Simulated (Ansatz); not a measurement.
Start from `C/C=C(\O)C=O` and change one atom or group to get `C/C=C(\O)Cl`.

Ansatz, PBE0-D4/def2-TZVP geometries, multiplicity 1. Each molecule was computed in one conformer, which needn't be the lowest.

```
                                          property  `C/C=C(\O)C=O`
size of the dipole moment (ωB97M-V/def2-TZVPP) / D            2.03
                 HOMO energy (PBE/def2-TZVPP) / eV           -5.77
             HOMO energy (ωB97M-V/def2-TZVPP) / eV           -9.07
                LUMO energy (PBE0/def2-TZVPP) / eV           -1.77
             HOMO–LUMO gap (B3LYP/def2-TZVPP) / eV            4.71
           HOMO–LUMO gap (ωB97M-V/def2-TZVPP) / eV            9.48
```

What does the change do to each property? (Best estimate.)

Computed: 
```tsv
property	`C/C=C(\O)Cl`	shift
size of the dipole moment (ωB97M-V/def2-TZVPP) / D	0.52	-1.51
HOMO energy (PBE/def2-TZVPP) / eV	-5.37	0.40
HOMO energy (ωB97M-V/def2-TZVPP) / eV	-8.76	0.31
LUMO energy (PBE0/def2-TZVPP) / eV	0.61	2.38
HOMO–LUMO gap (B3LYP/def2-TZVPP) / eV	6.64	1.93
HOMO–LUMO gap (ωB97M-V/def2-TZVPP) / eV	11.12	1.64
```

With PBE0 the HOMO rises by 0.35 eV and the LUMO rises by 2.38 eV, so the gap widens by about 2.03 eV. PBE moves the HOMO by 0.40 eV and ωB97M-V by 0.31 eV. Dipoles are sizes alone; their direction can turn.

B3LYP here is the variant with VWN-RPA as its local correlation; programs differ in this.
